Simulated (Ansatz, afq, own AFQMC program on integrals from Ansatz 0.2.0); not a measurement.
**Where AFQMC and coupled cluster stand for BO, doublet**

```xyz
2

B     0.0000    0.0000    0.0000
O     0.0000    0.0000    1.2006
```

Basis 6-31G. Noble-gas cores (and the filled d shells of Ga–Kr and In–Xe) are frozen. Integrals, coupled cluster, full CI and functionals: Ansatz 0.2.0; the random walks run on the same integrals in our own AFQMC program. ph-AFQMC/CISD is guided by a CISD state made of CCSD amplitudes; releasing the constraint for a short imaginary time cuts its bias at the price of noise, slowly where states lie close. Free projection: walkers drawn from exp(T), propagated without any constraint. Its projection time is finite, and what remains of the start isn't in its error. ± is one standard error of the sampling.

Determinant: ROHF, the one that the program's search chose, which needn't be the lowest solution. The geometry is a point of a scan.

Full CI on the same integrals is exact in this basis and with this determinant's frozen core.

Cautions: a spin-contaminated unrestricted determinant lies lower (UHF 143 meV lower, ⟨S²⟩ 0.84).

The T1 diagnostic is 0.0354 and the weight of the determinant in the CISD state is 0.904. The size of the correlated space is 9 electrons in 16 orbitals.

Reference: full CI, correlation energy -5.097 eV. The released energy is read at 2.40 1/Eh (meV from the phaseless value at times in 1/Eh: -5 ± 3 at 0.24, -4 ± 3 at 0.51, -9 ± 3 at 0.99, -13 ± 4 at 1.62, -13 ± 3 at 2.40).

```
         level  E − E(reference) (mEh)  share of correlation (%)
            HF                  187.30                      0.00
           MP2                    8.16                     95.65
          CCSD                    8.09                     95.68
       CCSD(T)                    1.30                     99.31
         CCSDT                    0.49                     99.74
      CCSDT(Q)                    0.07                     99.96
        CCSDTQ                   -0.02                    100.01
   ph-AFQMC/HF            -0.71 ± 0.84                    100.38
 ph-AFQMC/CISD             0.51 ± 0.18                     99.73
released AFQMC             0.02 ± 0.11                     99.99
    free AFQMC            -0.07 ± 0.24                    100.04
```

CCSDT and higher add their correlation energy to the determinant of the CCSD(T) run, since their own runs factorise the integrals more tightly (a shift of under 2 meV). Free projections are given only where their last times agree within the noise and don't stop above the reference; a slow remainder of the start can still hide under it. A walk keeps the symmetry of its determinant, which the program's search chose and which needn't be the lowest solution, so a lower state of the same spin and another symmetry isn't excluded. Released energies are given only where the last usable release times agree within the noise; a slower fall can still hide under it.
